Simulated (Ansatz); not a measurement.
A geometry relaxed with PBE0-D3(BJ)/def2-TZVP (Ansatz, an electronic-structure program), charge 0, multiplicity 2:

```xyz
7

H      1.3642     1.0008    -0.0768
C      0.8487     0.0507    -0.1358
H     -0.8836    -0.1197     1.1212
H      1.4539    -0.8441    -0.2055
H     -1.0411    -0.9092    -0.4403
H     -1.1272     0.8554    -0.3196
C     -0.6149    -0.0339     0.0569
```

Write the SMILES of this molecule.

`[CH2]C`
